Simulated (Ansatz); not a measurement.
# bcc Re (model structure)

Computed with HSE06 (plane waves, PAW; Ansatz, a program for electronic structure).

Run with plane-wave cutoff 500 eV, 12×12×12 k mesh, Fermi–Dirac smearing 0.1 eV, no spin polarisation, scalar-relativistic PAW data made under PBE.

Cell (relaxed at this level):

```cif
data_Re2
_chemical_formula_sum 'Re2'
_space_group_name_H-M_alt 'Im-3m'
_space_group_IT_number 229
_space_group_name_Hall '-I 4 2 3'
_cell_length_a 3.08640
_cell_length_b 3.08640
_cell_length_c 3.08640
_cell_angle_alpha 90.000
_cell_angle_beta 90.000
_cell_angle_gamma 90.000
loop_
_atom_site_label
_atom_site_type_symbol
_atom_site_symmetry_multiplicity
_atom_site_Wyckoff_symbol
_atom_site_fract_x
_atom_site_fract_y
_atom_site_fract_z
_atom_site_occupancy
Re1 Re 2 a 0.00000 0.00000 0.00000 1
```
(The calculation used a cell of 1 atom; values per cell refer to that cell.)

```
Quantity  Value
--------  -----
band gap   none
```

Note: exact exchange on metals is sensitive to the k mesh and can open a false gap; the relaxation could raise the start's symmetry but not lower it, so the cell can be a saddle point.

Spin–orbit coupling is not included.

A model structure was made by putting elements into a prototype or built by hand; it is no filed structure, need not be a known phase, and can be a saddle point held by its symmetry.
